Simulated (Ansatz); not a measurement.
System: grey tin (α-Sn). Method: LDA in Ansatz (PAW).

Settings: plane-wave cutoff 520 eV, 20×20×20 k mesh, Fermi–Dirac smearing 0.05 eV, scalar-relativistic PAW data made under PBE.

Computed at the level's own relaxed cell.

Elastic tensor (GPa, Voigt notation, ions relaxed):

```
   66.9    34.1    34.1     0.0     0.0     0.0
   34.1    66.9    34.1     0.0     0.0     0.0
   34.1    34.1    66.9     0.0     0.0     0.0
    0.0     0.0     0.0    29.8     0.0     0.0
    0.0     0.0     0.0     0.0    29.8     0.0
    0.0     0.0     0.0     0.0     0.0    29.8
```

### Question
Work out the Voigt, Reuss and Hill averages of the bulk and shear moduli, Young's modulus and Poisson's ratio from the printed constants.

### Answer
K_V = [C11 + C22 + C33 + 2(C12 + C13 + C23)]/9 = [200.7 + 2 × 102.3]/9 = 45.0 GPa. G_V = [200.7 − 102.3 + 3 × 89.4]/15 = 24.4 GPa. From the compliances S = C⁻¹, K_R = 45.0 and G_R = 22.5 GPa. Hill means: K = 45.0, G = 23.4 GPa. E = 9KG/(3K + G) = 60 GPa, ν = (3K − 2G)/(6K + 2G) = 0.28, K/G = 1.92.

Measured, for comparison: elastic constant C11 69 GPa, elastic constant C12 29.3 GPa, elastic constant C44 36.2 GPa (low temperature, zero-point motion not removed; as tabulated in Tanner et al. (2021), arXiv:2110.11888). Computed (rounded) less measured: elastic constant C11 -3 %, elastic constant C12 +16 %, elastic constant C44 -18 %.

Note: the solid has no gap at this level, which affects its response.

Ansatz is a first-principles code.
